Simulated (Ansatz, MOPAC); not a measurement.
Bond stretch in H2, singlet. Each curve is given relative to its own lowest point near equilibrium.

```
R / Å      A      B      C      D
-----  -----  -----  -----  -----
0.60    16.4    4.7   14.6   21.3
0.64     8.7    1.6    7.3   11.3
0.68     3.8    0.1    2.8    4.8
0.71     1.6    0.0    0.9    1.9
0.74     0.4    0.6    0.1    0.3
0.75     0.1    1.0    0.0    0.1
0.77     0.0    1.9    0.1    0.0
0.79     0.2    3.1    0.5    0.4
0.81     0.6    4.5    1.2    1.2
0.86     2.7    9.0    3.9    4.8
0.93     7.4   17.0    9.5   12.9
1.02    15.4   29.2   18.7   26.8
1.14    27.7   47.0   32.5   48.6
1.25    39.4   63.2   45.6   69.6
1.34    48.9   75.6   56.1   86.6
1.50    64.7   96.1   73.7  114.8
1.64    77.3  113.1   87.5  136.7
1.85    93.6  137.7  105.1  164.3
1.98   102.2  151.5  114.2  178.4
2.24   116.3  174.6  128.3  200.6
2.62   130.8  199.8  140.4  222.6
3.00   140.1  217.7  144.0  236.6
```

Energies in kcal/mol.

**Question.** Assign the columns to these levels of theory: MOPAC with PM3, restricted, heats of formation; PM6, restricted, heats of formation (MOPAC 23.2.5); Ansatz (a quantum-chemistry and plane-wave program) with restricted PBE/cc-pVDZ; MP2 on RHF/cc-pVDZ, frozen core in Ansatz.

**Answer.** A is RKS-PBE; B is PM3; C is RMP2; D is PM6.

The restricted form behind PM6, PM3, RMP2, RKS-PBE keeps the bonding electrons paired and can't separate into open-shell fragments. The T1 diagnostic of CCSD on the restricted reference of RMP2 exceeds 0.045 at 1.98 to 3.00 Å.
